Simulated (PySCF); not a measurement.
Molecule: C₄H₃S (charge -1, singlet). It need not be the lowest isomer of its formula. Whether it binds its extra electron was not tested at this geometry. SMILES: [c-]1ccsc1
Geometry from a B3LYP-D3(BJ)/def2-TZVP (Ansatz) optimisation:
```
C
C 1 1.3733
H 2 1.0825 1 128.38
H 1 1.0893 2 119.77 3 0.00
C 1 1.4454 4 122.97 2 -180.00
C 5 1.3584 1 107.23 4 180.00
H 6 1.0835 5 130.46 1 -180.00
S 2 1.7222 3 120.14 1 -180.00
```
Charge -1, spin multiplicity 1.

Dispersion corrections to the total energy (kcal/mol) from the dftd3 and dftd4 libraries through PySCF: D3(BJ) without and D4 with the three-body term, each with the damping fitted for the functional named.

```
functional  D3(BJ)      D4
----------  ------  ------
PBE          -4.89     ___
B2GP-PLYP    -3.53   -2.35
LC-wPBE      -4.66   -6.40
revPBE         ___  -19.02
B2PLYP       -4.16     ___
B3LYP        -8.87   -9.35
TPSS         -6.21   -7.78
```

### Question
What belongs in the gaps?

### Answer

- PBE, D4: -5.73
- revPBE, D3(BJ): -12.60
- B2PLYP, D4: -3.97
